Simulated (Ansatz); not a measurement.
Input file:

```yaml
crystal:
  periodic: [false, false, false]
  atoms:
    - {symbol: O, position_ang: [-1.499755, -0.185315, 0.000000]}
    - {symbol: H, position_ang: [-1.749064, 0.741261, 0.000000]}
    - {symbol: H, position_ang: [-0.137755, -0.185315, 0.000000]}
    - {symbol: N, position_ang: [2.273329, -0.185315, 0.000000]}
    - {symbol: C, position_ang: [1.113245, -0.185315, 0.000000]}
basis:
  gaussian: {orbitals: cc-pVDZ}
magnetization: {spin_polarized: false, initial_magnetization: 1}
correlation: {method: ccsd_t, electrons: outside_noble_gas}
```

```sh
$ ansatz run in.yaml --threads 1 --pin off --events-out ev --progress --plain --max-ram 4096MiB --backend cpu
```

Log:

```
487 factors; integrals over basis functions are off by at most 1.4e-3 eV
mean field evaluation 1: about -4572.9913 eV, gradient 3.1e1 eV
mean field evaluation 2: about -4572.9945 eV, gradient 3.1e1 eV
mean field evaluation 4: about -4577.1799 eV, gradient 7.2e0 eV
mean field evaluation 8: about -4577.8533 eV, gradient 4.5e-1 eV
mean field evaluation 16: about -4577.8748 eV, gradient 4.7e-1 eV
mean field evaluation 32: about -4577.8275 eV, gradient 1.6e0 eV
mean field evaluation 64: about -4571.4074 eV, gradient 1.2e1 eV
mean field evaluation 96: about -4564.4576 eV, gradient 8.6e0 eV
mean field evaluation 128: about -4578.0942 eV, gradient 3.5e-3 eV
mean field evaluation 160: about -4578.0942 eV, gradient 1.3e-1 eV
mean field -4578.09424894 eV, -168.2418605049 hartree, gradient 4.4e-6 eV, S^2 0.750000; 6 other end points of the search recorded, 0 dependent functions left out
mean field evaluation 192: about -4578.1620 eV, gradient 6.9e-1 eV
mean field evaluation 224: about -4578.1970 eV, gradient 2.4e-1 eV
determinant -4578.09424894 eV, -168.2418605049 hartree, with singles and doubles -4590.84157429 eV, -168.7103160711 hartree
determinant -4577.85637125 eV, -168.2331186608 hartree, with singles and doubles -4590.84326179 eV, -168.7103780855 hartree
determinant -4578.09424894 eV, -168.2418605049 hartree, with singles and doubles -4590.84204088 eV, -168.7103332179 hartree
determinant -4577.85637125 eV, -168.2331186608 hartree, with singles and doubles -4590.84716222 eV, -168.7105214236 hartree
3 core orbitals not correlated: weight in the atoms' cores, before any rotation towards them, 1.000 or more for the frozen orbitals, at most 0.000 for the correlated occupied ones
reference -4577.85637125 eV, -168.2331186608 hartree; 9, 8 occupied and 40, 41 virtual orbitals, 487 factors
second order -12.23938405 eV of doubles, -0.09167876 eV of singles
cycle   1  -12.99079757 eV  change   -6.6e-6 eV  update   2.2e-6
perturbative correction -0.43944411 eV, -0.0161492731 hartree
Total energy: -4591.28661292 eV, -168.7266709391 hartree
```

For the same geometry and basis UCCSDT(Q) lies 71.4 meV lower.

Ran on 1 thread of AMD EPYC 7R13, shared host: 9 s wall, 0.27 GiB peak host memory.
